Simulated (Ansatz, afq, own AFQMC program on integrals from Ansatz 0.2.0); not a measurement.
Two steps: Ansatz 0.2.0 writes the Fock matrix and Cholesky factors of the valence space, and afq projects on them the lowest state that overlaps trial and start.

```yaml
crystal:
  periodic: [false, false, false]
  atoms:
    - {symbol: Al, position_ang: [0.000000, 0.000000, 0.352569]}
    - {symbol: Al, position_ang: [0.000000, 0.000000, -2.324369]}
    - {symbol: H, position_ang: [0.000000, 0.000000, 1.971799]}
basis:
  gaussian: {orbitals: aug-cc-pVDZ}
magnetization: {spin_polarized: true, initial_magnetization: 1}
correlation: {method: ccsd_t, electrons: outside_noble_gas, hamiltonian_folder: ham}
```

```sh
$ ansatz run in.yaml --threads 1 --pin off --events-out ev --progress --plain --max-ram 16896MiB --backend cuda --devices 0, --max-vram 18GiB
```

Options of the walk:

```
--method phaseless --trial cisd --walkers 4000 --populations 20 --least-time 60 --time-step 0.005 --steps-per-block 50 --equilibration-blocks 28 --max-blocks 4000 --target-error 0.00016 --factor-cut 1e-05 --start spin_pure --seed 6705 --release-times 0.24,0.51,0.99,1.62,2.4 --release-step 0.03 --release-every 3 --taylor-order 6
```

Times are imaginary, in 1/Eh. The walk had a cap of 240 s. With eight or more populations the least sampling time is a fifth of least-time, and the error comes from their spread.

Log:

```
orbitals 53  electrons 4 3  factors 399 of 629
reference energy -484.34744686 Eh
CCSD correlation -0.13108587 Eh in 13 cycles, weight of the determinant in the CISD state 0.8531
energy of the start -484.477795 Eh
 block  time / (1/Eh)  mean weight  energy / Eh
     1     0.250  1.0000  -484.476698
     2     0.500  0.9999  -484.476818
     3     0.750  0.9998  -484.477440
     4     1.000  1.0001  -484.478146
     5     1.250  1.0000  -484.478999
     8     2.000  0.9998  -484.481066
    11     2.750  0.9999  -484.482381
    14     3.500  0.9999  -484.483780
    17     4.250  0.9999  -484.483915
    20     5.000  1.0001  -484.484289
    22     5.500  0.9997  -484.483943
    23     5.750  0.9999  -484.484203
    26     6.500  1.0000  -484.484427
    29     7.250  1.0000  -484.484842
    32     8.000  1.0000  -484.484678
    35     8.750  0.9999  -484.484996
    38     9.500  1.0000  -484.484786
    41    10.250  1.0000  -484.484918
    44    11.000  1.0001  -484.485262
    46    11.500  1.0000  -484.485372
    47    11.750  0.9997  -484.485150
    50    12.500  0.9999  -484.484357
    53    13.250  1.0000  -484.485024
    56    14.000  1.0001  -484.484707
    59    14.750  1.0000  -484.485318
    62    15.500  0.9999  -484.485255
    65    16.250  0.9999  -484.484830
    68    17.000  0.9999  -484.484735
    71    17.750  0.9998  -484.484269
    74    18.500  1.0000  -484.484551
    77    19.250  1.0001  -484.484711
    78    19.500  1.0001  -484.485042
error from the spread of 20 populations
released: time / (1/Eh)  energy / Eh  error  mean overlap
  0.24  -484.484910  0.000139  0.9988
  0.51  -484.484956  0.000145  0.9997
  0.99  -484.485107  0.000120  1.0005
  1.62  -484.485230  0.000115  0.9999
  2.40  -484.485445  0.000108  0.9922
energy -484.484839 +/- 0.000151 Eh
(rows thinned)
```

The run passed its tests (sampling time, drift between the halves within three errors, error under three times the target), which doesn't prove that it has relaxed.

Against this walk (error 4.1 meV) on the same determinant: CCSD(T) 36.7 meV higher, CCSDT(Q) 16.3 meV lower. The error is statistical and leaves out the bias of the constraint. The released energies are still falling (meV from the phaseless value at times in 1/Eh: -2 ± 4 at 0.24, -3 ± 4 at 0.51, -7 ± 3 at 0.99, -11 ± 3 at 1.62, -16 ± 3 at 2.40), so they give no level; they do show a bias of the constraint, and the last of them that isn't too noisy lies 0 meV below CCSDT(Q).

Cautions: constraint bias not in the error; an unrestricted solution with more broken spin lies lower (36 meV, ⟨S²⟩ 1.10).

The walk took 70 s on 1 × NVIDIA H100 80GB HBM3 with 2 threads of AMD EPYC 7R13 Processor (Zen 3), on a shared host (the card was shared). The log's last line is the phaseless energy.

CCSDT and higher add their correlation energy to the determinant of the CCSD(T) run, since their own runs factorise the integrals more tightly (a shift of under 2 meV). A walk keeps the symmetry of its determinant, which the program's search chose and which needn't be the lowest solution, so a lower state of the same spin and another symmetry isn't excluded.
